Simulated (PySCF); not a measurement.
How the functional moves excitation energies

Compound: propylene oxide, C3H6O.
SMILES: `C[C@H]1OC1`

Linear-response calculations in the def2-SVPD basis (PySCF; singlets by full response, triplets Tamm–Dancoff, core orbitals frozen in the response; HF means time-dependent Hartree–Fock). 'Strongest' is the level of largest summed f among the singlets computed (10 roots, of which the last may lack a degenerate partner); it can jump between rows when another state enters that window. S1 is the lowest singlet of each run and needn't be the same state throughout; f(S1) is that of one state. Isolated species at its PBE0-D3(BJ)/def2-SVP geometry, gas phase.

```
functional                               kind  S1 (eV)  f(S1)  strongest (eV)  T1 (eV)  HOMO (eV)  gap (eV)  ionisation energy, ΔSCF (eV)
       LDA                                LDA     6.57  0.012            7.22     6.49      -6.34      6.55                         10.27
       PBE                                GGA     6.50  0.011            7.12     6.39      -6.22      6.47                         10.10
     B3LYP  global hybrid, 20% exact exchange     7.30  0.015            8.91     7.18      -7.63      8.22                         10.33
      PBE0  global hybrid, 25% exact exchange     7.62  0.016            9.14     7.46      -7.88      8.79                         10.28
 CAM-B3LYP             range-separated hybrid     7.84  0.016            9.17     7.69      -9.35     10.84                         10.42
   wB97X-D             range-separated hybrid     8.11  0.017            9.45     7.98      -9.81     12.33                         10.37
   LC-wPBE             range-separated hybrid     8.39  0.008            9.84     8.01     -10.67     13.21                         10.51
        HF                       Hartree–Fock     9.59  0.011           11.19     8.71     -11.84     14.59                   not settled
```

Q: What does BHandHLYP (global hybrid, 50% exact exchange) give?

A: S1 (eV) 8.42, f(S1) 0.020, strongest (eV) 9.47, T1 (eV) 8.14, HOMO (eV) -9.51, gap (eV) 10.84, ionisation energy, ΔSCF (eV) 10.23. S1 runs from 6.50 eV (PBE) to 9.59 eV (HF), a spread of 3.09 eV, while the orbital gap spreads over 8.1 eV. Along PBE (0%), B3LYP (20%), PBE0 (25%), BHandHLYP (50%), HF (100%) S1 rises with the share of exact exchange. −ε(HOMO) comes closest to its own ΔSCF ionisation energy with LC-wPBE (+0.16 eV) and misses most with LDA (-3.93 eV). 'Not settled' means that the ion's SCF failed to converge or may have ended in another state than the lowest.
